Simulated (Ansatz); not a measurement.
1T (CdI2-type) HfS2

Level of theory: PBE0-D3(BJ) in Ansatz (plane waves, PAW).

Numerical settings: plane-wave cutoff 460 eV, 9×9×4 k mesh (along the axes of the cell as run), Fermi–Dirac smearing 0.01 eV, scalar-relativistic PAW data made under PBE.

Cell: relaxed at this level.

- lattice constant a = 3.604 Å
- c axis length = 5.716 Å
- band gap = 2.32 eV
- smallest direct gap on the k points sampled = 3.42 eV

Measured, for comparison: band gap 1.8 eV (temperature not stated, no zero-point or thermal correction, fundamental, indirect, our sources range from 1.80 to 1.96; as tabulated in Rybak et al. (2022), arXiv:2210.12074); lattice constant a 3.635 Å (temperature not stated, no zero-point or thermal correction; as tabulated in Björkman (2014), arXiv:1406.2436); lattice parameter c 5.83 Å (temperature not stated, zero-point anharmonic expansion removed (computed with revB86b-DF2); no thermal correction; as tabulated in Björkman (2014), arXiv:1406.2436). Computed (rounded) less measured: lattice constant a -0.9 %, lattice parameter c -2.0 %. A static lattice is as a rule a little smaller and stiffer than an uncorrected measurement, which narrows the difference in the lattice constant a and would widen misses of the other sign.

Spin–orbit coupling is not included.

The computed numbers hold no vibrational or temperature effects.

Computing time: roughly 50 core-minutes.

Ansatz is a program for electronic structure.
